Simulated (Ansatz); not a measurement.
A made-up structure of Si$_{2}$H$_{7}$S (charge +1), closed shell:

| atom | x (Å) | y (Å) | z (Å) |
| --- | --- | --- | --- |
| Si1 | -1.3933 | 0.9726 | -0.5459 |
| S2 | -0.4418 | -1.0659 | -0.3776 |
| Si3 | 1.3802 | -0.6884 | 0.8979 |
| H4 | -2.4075 | 0.7562 | -1.5924 |
| H5 | -0.2975 | 1.8917 | -0.9063 |
| H6 | 2.2270 | 0.2674 | 1.5190 |
| H7 | 0.1708 | -1.0885 | -1.5805 |
| H8 | 2.0335 | 0.4973 | 0.3125 |
| H9 | 0.7476 | -0.4614 | 2.2099 |
| H10 | 2.1235 | -1.9530 | 0.7598 |

It is relaxed with PBE-D4/def2-SVP and then PBE0-D4/def2-TZVP (Ansatz 0.2.0). Atoms count as bonded within 1.22 times the sum of their covalent radii (H–H: 0.88 Å). The end point is not checked to be a true minimum.

Task: Does its bonding change? (A judgement: the text doesn't fix the answer.)

Result: By the calculation: Yes. Formed: Si1–H9; broken: S2–Si3.

Where it ends: The first stage lowers the energy by 4.70 eV in 30 steps. It ends as Si₂H₇S ([SiH3][H][SiH2][SH]), total charge +1:
```
10
angstrom
Si -0.7929 0.3526 -0.4100
S -0.4589 -1.2707 -1.6565
Si 1.6462 -0.3382 1.1957
H -1.7459 0.0769 0.6751
H -0.7404 1.7037 -0.9939
H 2.0725 0.5149 2.3202
H 0.1656 -0.5326 -2.5966
H 2.5820 -0.4880 0.0690
H 0.5591 0.6413 0.5506
H 0.8554 -1.5318 1.5428
```

Labels in which every atom is bracketed show which atoms are joined, not bond orders.

For scale, one of the runs: PBE0-D4/def2-TZVP relaxation, 153 basis functions, launched by `ansatz run in.yaml --threads 2 --pin off --events-out ev --progress --plain --max-ram 4352MiB`. The run took about 54 s on 2 CPU threads of an Arm Neoverse V2 (shared host).
